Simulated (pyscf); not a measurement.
## Concerted two-bond exchange: H₃C–CH₂–SiH₃ (SMILES CC[SiH3]) -> C₂H₆Si (SMILES C1C[SiH2]1) + H₂ (SMILES [H][H])

Gas phase, singlet surface, charge 0. Bonds broken: C1–H4, Si3–H9. Bonds formed: C1–Si3, H4–H9. PySCF, gas phase, ωB97X-D3(BJ)/def2-SVP geometries.

Transition state (Å):

```xyz
11

C      0.2702     0.3971     0.3890
C     -0.0276    -1.0235     1.0500
Si    -1.5375    -0.4266     0.1809
H     -0.9144     1.0035    -0.3683
H      1.0327     0.3731    -0.4023
H      0.4832     1.1943     1.1151
H      0.5884    -1.8278     0.6263
H      0.0391    -1.0056     2.1460
H     -1.9165     1.1054    -0.7863
H     -1.8449    -1.2128    -1.0414
H     -2.6248    -0.0427     1.1173
```

One imaginary mode, 1856i cm⁻¹; descent along it reached the two sides named.

```csv
bond,change,reactant side (Å),saddle,product side
C1–H4,breaks,1.110,1.531,3.2
Si3–H9,breaks,1.490,1.851,3.7
C1–Si3,forms,2.9,1.997,1.857
H4–H9,forms,2.537,1.091,0.761
```

Electronic energies relative to the reactant's lowest minimum found (kcal/mol):

```csv
level,barrier,reaction energy,reverse barrier
ωB97X-D3(BJ)/def2-TZVP,96.0,+46.8,49.1
PBE/def2-TZVP,86.4,+42.3,44.1
r²SCAN/def2-TZVP,90.0,+44.0,46.0
B3LYP-D3(BJ)/def2-TZVP,95.0,+46.3,48.7
PBE0-D3(BJ)/def2-TZVP,91.1,+46.0,45.1
M06-2X/def2-TZVP,95.0,+43.5,51.5
ωB97M-D3(BJ)/def2-TZVP,95.0,+46.1,48.9
HF/def2-TZVP,113.8,+52.0,61.9
```

With ωB97M-D3(BJ)/def2-TZVP energies and thermal terms (ideal gas, 1 atm, RRHO with modes under 100 cm⁻¹ raised to 100, one conformer, R ln 2 for chiral ones without a mode under 150 cm⁻¹), in kcal/mol:

| T (K) | ΔH‡ | ΔG‡ | ΔH | ΔG |
|---|---|---|---|---|
| 298 | 90.3 | 91.2 | +40.8 | +33.8 |
| 600 | 90.3 | 92.2 | +41.8 | +26.2 |
| 900 | 90.3 | 93.1 | +42.0 | +18.3 |
| 1200 | 90.2 | 94.1 | +41.8 | +10.5 |

At the saddle there is also a short H–Si contact that neither side keeps. The same reactants have a lower exit, to H₂C=CH₂ + SiH₄ (barrier +82.4 kcal/mol at ωB97M-D3(BJ)/def2-TZVP, against +95.0 kcal/mol here). H₃C–CH₂–SiH₃ lies 12.8 kcal/mol over its isomer H₃C–SiH₂–CH₃ (electronic energy, ωB97M-D3(BJ)/def2-TZVP). cyclic C₂H₆Si (SMILES C1C[SiH2]1) lies 7.4 kcal/mol over its isomer H₂C=CH–SiH₃ (electronic energy, ωB97M-D3(BJ)/def2-TZVP). One saddle was located; it need not be the lowest between these sides.
